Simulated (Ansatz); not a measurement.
Reactions of CH₄OS₂, SMILES `OC(S)S`.

Calculated with Ansatz (gas phase, PBE0-D4/def2-TZVP geometries, no zero-point term in ΔE). CCSD(T)/CBS adds triple-zeta CCSD(T) − MP2 to the extrapolated MP2 energy (def2 sets, frozen cores). This one scheme is used for every species, atoms too. No spin–orbit coupling; open shells (•) take unrestricted orbitals. Spin–orbit coupling would lower the free atoms: a little for C, O, S. Each species was taken in one conformer, which may not be the lowest.

(1) Order these by ΔE at CCSD(T)/CBS, lowest first. (Estimate.)
A. `OC(S)S` → C• + 4 H• + O• + 2 S•
B. `OC(S)S` + CH₃NH₂ → `CNC(O)S` + H₂S
C. `OC(S)S` + H–F → `FC(S)S` + H₂O
D. `OC(S)S` + CH₃NH₂ → `CNC(S)S` + H₂O

Largest T1 diagnostic: 0.012, for `FC(S)S`.

## Answers

(1) D (-7.3 kcal/mol), B (-3.3 kcal/mol), C (+2.9 kcal/mol), A (+631.8 kcal/mol).
